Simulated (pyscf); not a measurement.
Optimised with ωB97X-D3(BJ)/def2-SVP in PySCF.

**Question.** For the elementary gas-phase step •H₂Si–NH–SiH₃ + NH₃ -> H₃Si–NH–SiH₃ + NH₂• (doublet surface; H–N broken, H–Si formed), what barrier and reaction energy does B3LYP-D3(BJ)/def2-TZVP give, measured from the separated reactants?

**Answer.** ΔE‡ = 83.4 kJ/mol, ΔE = +78.9 kJ/mol. ωB97M-D3(BJ)/def2-TZVP gives 94.3 kJ/mol and +76.0 kJ/mol. Zero-point energy shifts the barrier by -11.7 kJ/mol. It is a hydrogen abstraction, with an imaginary mode of 950i cm⁻¹. One saddle was located; it need not be the lowest between these sides. The angle at the transferred H is 153°.
